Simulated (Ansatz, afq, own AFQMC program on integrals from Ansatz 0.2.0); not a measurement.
# CH₆Si, triplet in cc-pVDZ, levels against CCSDT(Q)

| atom | x (Å) | y (Å) | z (Å) |
| --- | --- | --- | --- |
| Si | -0.9136 | 0.0000 | 0.0000 |
| H | -1.4085 | 1.3997 | 0.0000 |
| H | -1.4085 | -0.6999 | 1.2122 |
| H | -1.4085 | -0.6999 | -1.2122 |
| H | 0.7254 | 0.0000 | 0.0000 |
| C | 2.0214 | 0.0000 | 0.0000 |
| H | 2.4358 | 0.0000 | 0.9962 |
| H | 2.4358 | 0.0000 | -0.9962 |

Basis cc-pVDZ. Noble-gas cores (and the filled d shells of Ga–Kr and In–Xe) are frozen. Integrals, coupled cluster, full CI and functionals: Ansatz 0.2.0; the random walks run on the same integrals in our own AFQMC program. ph-AFQMC/CISD is guided by a CISD state made of CCSD amplitudes; releasing the constraint for a short imaginary time cuts its bias at the price of noise, slowly where states lie close. ± is one standard error of the sampling.

Determinant: UHF, the one that the program's search chose, which needn't be the lowest solution. The geometry is a point of a scan.

No full CI on the walks' own integrals is used here; CCSDT(Q) serves as the reference and is uncertain by about the last step of the cluster series.

Cautions: lower spins were not checked.

The T1 diagnostic is 0.0144 and the weight of the determinant in the CISD state is 0.870. The ⟨S²⟩ of the determinant is 2.039 and the size of the correlated space is 14 electrons in 56 orbitals.

Reference: CCSDT(Q), correlation energy -7.843 eV. The released energy is read at 2.40 1/Eh (meV from the phaseless value at times in 1/Eh: -3 ± 3 at 0.24, -8 ± 3 at 0.51, -11 ± 3 at 0.99, -14 ± 3 at 1.62, -12 ± 4 at 2.40).

```json
{"level": "HF", "E − E(reference) (kJ/mol)": "756.7", "share of correlation (%)": "0.00"}
{"level": "MP2", "E − E(reference) (kJ/mol)": "152.4", "share of correlation (%)": "79.86"}
{"level": "CCSD", "E − E(reference) (kJ/mol)": "19.9", "share of correlation (%)": "97.37"}
{"level": "CCSD(T)", "E − E(reference) (kJ/mol)": "3.9", "share of correlation (%)": "99.49"}
{"level": "CCSDT", "E − E(reference) (kJ/mol)": "0.7", "share of correlation (%)": "99.91"}
{"level": "ph-AFQMC/CISD", "E − E(reference) (kJ/mol)": "0.7 ± 0.3", "share of correlation (%)": "99.90"}
{"level": "released AFQMC", "E − E(reference) (kJ/mol)": "-0.4 ± 0.3", "share of correlation (%)": "100.05"}
```

A walk keeps the symmetry of its determinant, which the program's search chose and which needn't be the lowest solution, so a lower state of the same spin and another symmetry isn't excluded. Released energies are given only where the last usable release times agree within the noise; a slower fall can still hide under it.
